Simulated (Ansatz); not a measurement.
# MgH2 (Fm-3m)

Theory: DFT r2SCAN, scalar-relativistic, plane waves, PAW (Ansatz).

Plane waves to 500 eV, a k mesh through Γ of 16×16×16 on the computed 3-atom cell and Gaussian smearing (0.10 eV); no spin polarisation.

The structure is relaxed at this level of theory with its symmetry kept. Whether it is the stable form of this composition wasn't checked.

```
CELL_PARAMETERS angstrom
0.00000 2.36339 2.36339
2.36339 0.00000 2.36339
2.36339 2.36339 0.00000
ATOMIC_POSITIONS crystal
Mg 0.00000 0.00000 0.00000
H 0.75000 0.75000 0.75000
H 0.25000 0.25000 0.25000
```

- Space group: Fm-3m (No. 225)
- Volume per atom: 8.80 Å³
- Formation energy from the elements' standard states (uncorrected): -0.154 eV/atom
- Generalised Kohn–Sham band gap: none (metal)
- Density of states at the Fermi level: 0.16 states/eV per cell (so small that it hangs on the mesh: a semimetal, or crossings between mesh points)
- Löwdin character within 0.5 eV of the Fermi level: Mg 3s 50 %, H 1s 31 %, unprojected 19 %
- Bulk modulus: 62 GPa
- Its pressure derivative: 3.6
- Bader charges (e): Mg (1 in the cell) 1.71, H (2 in the cell) -0.86